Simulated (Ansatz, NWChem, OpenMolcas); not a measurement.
How basis sets differ on C4H9Cl (SMILES CCCCCl)

The species is C4H9Cl (14 atoms), meant as a singlet with charge 0. As SMILES, `CCCCCl`. Geometry: relaxed at PBE0-D4/def2-TZVP. This is one conformer, not always the lowest.

Quantity: the atomisation enthalpy at 298 K, in kJ/mol. The values are calculated. The thermal term (zero-point and 298 K enthalpy, harmonic and unscaled) is that of PBE0-D4/def2-TZVP; the spin-orbit lowering of the free atoms at 298 K, 3.5 kJ/mol by their spectra, is taken off.

**The experiment to reproduce.** CRC Handbook of Chemistry and Physics gives the atomisation enthalpy at 298 K of the gas as 5105 kJ/mol.

```json
{"level": "PBE/6-31++G** (spherical functions)", "kind": "GGA", "program": "NWChem", "value (kJ/mol)": "5138", "computed − measured": "+33"}
{"level": "PBE/6-31+G* (spherical functions)", "kind": "GGA", "program": "NWChem", "value (kJ/mol)": "5149", "computed − measured": "+44"}
{"level": "PBE/6-31G* (spherical functions)", "kind": "GGA", "program": "OpenMolcas", "value (kJ/mol)": "5199", "computed − measured": "+94"}
{"level": "PBE/6-311+G**", "kind": "GGA", "program": "NWChem", "value (kJ/mol)": "5141", "computed − measured": "+36"}
```

Nearest: PBE/6-31++G** (spherical functions) (+33 kJ/mol); farthest: PBE/6-31G* (spherical functions) (+94 kJ/mol).
